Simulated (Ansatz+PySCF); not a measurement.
## doublet CH₃Cl(+): levels of theory in one basis

```xyz
5

C    -0.0498    0.0000   -0.1621
Cl   -0.0549    0.0000    1.6299
H    -0.4703   -0.9361   -0.5320
H     1.0453    0.0000   -0.4038
H    -0.4703    0.9361   -0.5320
```

Basis set: cc-pVTZ on H, C; cc-pV(T+d)Z on Cl (spherical functions). Frozen core: 6 orbitals. Correlation on ROHF uses semicanonical orbitals with singles. Charge 1, multiplicity 2.

Computed with Ansatz (development build ahead of 0.2.0) and PySCF 2.14.0; each method stands on the lowest determinant of its kind that the runs found.

```
  method  E − E(ROHF) (eV)  <S²> of the determinant
    ROHF              0.00                     0.75
     UHF             -0.17                     0.76
ROHF-MP2             -9.22                        –
 UHF-MP2             -9.19                     0.76
```

(1) What does ROHF-CCSD(T) give on the same scale?

Results:

(1) -10.63 eV.

Caution for ROHF-MP2, UHF-MP2: MP2 on this radical cation hangs on the determinant chosen.
